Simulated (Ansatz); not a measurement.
Input for Ansatz (development build ahead of 0.2.0):

```yaml
crystal:
  periodic: [false, false, false]
  atoms:
    - { symbol: "N", position_ang: [0.0, 0.0, 0.0] }
    - { symbol: H, position_ang: [0.87, 0.0, -0.52] }
    - { symbol: H, position_ang: [-0.87, 0.0, -0.52] }
    - { symbol: O, position_ang: [0.0, 0.0, 1.28] }
basis:
  gaussian: { orbitals: def2-SVP }
magnetization:
  initial_magnetization: 1
hamiltonian:
  xc: pbe0
scf:
  omitted_lower_state_checks: [stability, starts, atomic_configurations, cluster_reference, orbital_swaps, given_window_search, neighbouring_geometries, increment]
output:
  forces: true
```

The input is written out in the form of the current development build from the run's settings.

Output:

- Converged: yes
- Total energy: -130.84505 hartree
- Spin squared of the determinant: 0.750

Forces (eV/Å):
```
atom      Fx     Fy      Fz
  N1   0.000  0.000   1.527
  H2   0.328  0.000  -0.082
  H3  -0.328  0.000  -0.082
  O4   0.000  0.000  -1.363
```
